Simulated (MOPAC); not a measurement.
MOPAC input (PM6):

```
PM6 FORCE THERMO(298,298) PRECISE LET UHF MS=0.5 GEO-OK AUX(PRECISION=9) THREADS=1
C5H4N

N    -0.01047729 1   -0.07250167 1    1.40108700 1
C     0.01132999 1   -0.04766218 1   -1.45100116 1
C    -0.00957802 1    1.08936464 1    0.69307375 1
C    -0.00053279 1   -1.25557415 1    0.70793872 1
C     0.00960525 1   -1.16093677 1   -0.66022227 1
C     0.00101116 1    1.15406863 1   -0.71859768 1
H     0.01977965 1   -0.07771483 1   -2.53590923 1
H    -0.01777206 1    2.00720450 1    1.29319462 1
H    -0.00126771 1   -2.18603846 1    1.27685677 1
H     0.00116857 1    2.11416749 1   -1.22739653 1
```

Question: Which zero-point energy does it print?

Answer: 44.27 kcal/mol, from the harmonic wavenumbers of PM6.
